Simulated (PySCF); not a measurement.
Mercaptoacetone, `CC(=O)CS`. Computed with PySCF 2.14.0, PBE0-D3(BJ)/def2-TZVP geometry optimisation, gas phase.

```
atom  x, y, z in Å
C1     1.4576    0.0456   -0.3376
C2     0.2819   -0.3564    0.5045
O3     0.3709   -0.6158    1.6784
C4    -1.0645   -0.4044   -0.1853
S5    -1.7733    1.2647   -0.2244
H6     1.6684   -0.7465   -1.0629
H7     1.2266    0.9509   -0.9035
H8     2.3324    0.2043    0.2894
H9    -1.7282   -1.0915    0.3373
H10   -0.9730   -0.6999   -1.2322
H11   -1.7980    1.4323    1.1080
```

(1) What is the repulsion energy of the bare nuclei, Σ ZA·ZB/RAB?

(2) Where is the centre of mass (commonest isotopes), and what is the radius of gyration?

(3) How far are the heavy atoms from their best plane (unweighted least squares)?

(4) What are the angles H7–C1–H8, H6–C1–H8, C2–C1–H6, C1–C2–C4, C1–C2–O3, O3–C2–C4, C2–C4–H9, C2–C4–S5?

(5) Write the matrix of distances between heavy atoms (Å, lower triangle).

Results:

(1) 218.73 Eh over 55 pairs, with full nuclear charges and distances in bohr; the largest single term is 28.01 Eh (C4 with S5).

(2) Mass 90.014 u; centre at (-0.466, 0.245, 0.200) Å; Rg = √(Σ m r²/M) = 1.679 Å. As Ia + Ib + Ic = 2 Σ m r², the three principal moments sum to 507.4 u·Å².

(3) 0.425 Å rms; C1 0.09, C2 0.09, O3 0.29, C4 0.76, S5 0.47 Å (magnitudes).

(4) From the scalar product of the two bond vectors; for H7–C1–H8 it is -0.4132 Å² over 1.0923 × 1.0879 Å², cos θ = -0.3477. H7–C1–H8 110.3°; H6–C1–H8 109.4°; C2–C1–H6 109.2°; C1–C2–C4 116.7°; C1–C2–O3 123.1°; O3–C2–C4 120.2°; C2–C4–H9 110.1°; C2–C4–S5 109.2°.

(5) 
```
C1    0.000
C2    1.501  0.000
O3    2.384  1.206  0.000
C4    2.566  1.514  2.362  0.000
S5    3.455  2.717  3.428  1.814  0.000
```

No frequency check. One conformer, not necessarily the lowest.
